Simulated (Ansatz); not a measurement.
P2, singlet in cc-pV(D+d)Z: errors against RCCSDTQ

Geometry: MP2(full)/6-31G*, from the G2/97 set.

```xyz
2

P     0.0000    0.0000    0.0000
P     0.0000    0.0000    1.9323
```

Basis cc-pV(D+d)Z; Ansatz 0.2.0. Only valence electrons are correlated (noble-gas cores frozen), which leaves 10 electrons in 36 orbitals. R marks a restricted (for open shells ROHF) determinant, U an unrestricted one. Active spaces: valence = (10e, 8o) chosen from the atoms' valence shells.

Full CI isn't at hand for all of this; RCCSDTQ serves as the reference, and is uncertain by about the last step of the cluster series. The frozen core follows each run's orbitals, which can shift R against U totals by a few meV.

Unrestricted rows (U) aren't spin-pure: their determinants' ⟨S²⟩ exceeds S(S+1) by up to 0.85, so they mix in states of higher spin.

The UHF ⟨S²⟩ is 0.850, the T1 diagnostic (RCCSD) is 0.0173 and the largest doubles amplitude (RCCSD) is 0.136.

```
                   level  E − E(RCCSDTQ) (kJ/mol)  share of correlation (%)       wall time
                     RHF                    702.7                      0.00               –
                     UHF                    670.2                      4.62               –
                    RMP2                     94.4                     86.56               –
                    UMP2                    189.9                     72.97               –
                    CISD                    110.0                     84.35           3.4 s
                   RCCSD                     46.5                     93.38               –
                   UCCSD                     51.0                     92.74               –
                RCCSD(T)                      6.1                     99.13          0.77 s
                UCCSD(T)                     13.8                     98.04           4.5 s
                 BCCD(T)                      6.1                     99.13           1.5 s
                  RCCSDT                      4.9                     99.30               –
                  UCCSDT                      5.4                     99.23               –
                  CISDTQ                      9.5                     98.65  1.7 min (H100)
               RCCSDT(Q)                     -0.4                    100.05            11 s
               UCCSDT(Q)                     -0.2                    100.03            28 s
  CASSCF (valence space)                    447.8                     36.28               –
  NEVPT2 (valence space)                     99.3                     85.86           2.6 s
  MRCISD (valence space)                     36.8                     94.76               –
MRCISD+Q (valence space)                     -0.4                    100.06           9.5 s
```

The correlation energy at RCCSDTQ, counted from RHF, is -7.283 eV. That run took 45 s on 2 threads of AMD EPYC 7R13 with a shared H100 80 GB, shared host.

Times hold each run's SCF and search for its determinant on a shared host, so for small cases they say little of a method's own cost; rows without a card ran on 1 thread of AMD EPYC 7R13.

Natural occupations of CASSCF (valence space) about the gap: 1.993 1.986 1.972 1.908 1.908 0.100 0.100 0.032; effectively unpaired electrons, Σ n²(2−n)², 0.14.

Atomization energy (electronic, same basis, no zero-point term; atoms at the same level, unrestricted beside the R rows where the molecule is a closed shell, with restricted open-shell steps beyond CCSDT(Q)) at RCCSDTQ: 390.2 kJ/mol. Errors of other levels:

| level | error (kJ/mol) |
| --- | --- |
| RHF | -257.7 |
| UHF | -225.3 |
| RMP2 | 11.7 |
| UMP2 | -83.8 |
| CISD | -97.2 |
| RCCSD | -38.2 |
| UCCSD | -42.7 |
| RCCSD(T) | -3.9 |
| UCCSD(T) | -11.5 |
| BCCD(T) | -3.8 |
| RCCSDT | -4.4 |
| UCCSDT | -4.9 |
| CISDTQ | -9.4 |
| RCCSDT(Q) | 0.5 |
| UCCSDT(Q) | 0.3 |
| CASSCF (valence space) | -2.6 |
| NEVPT2 (valence space) | 2.8 |
| MRCISD (valence space) | -23.7 |
| MRCISD+Q (valence space) | -11.4 |

This basis is far from its limit, so the value isn't to be set against a measured one. Truncated CI isn't size-consistent, which counts against it in atomization.
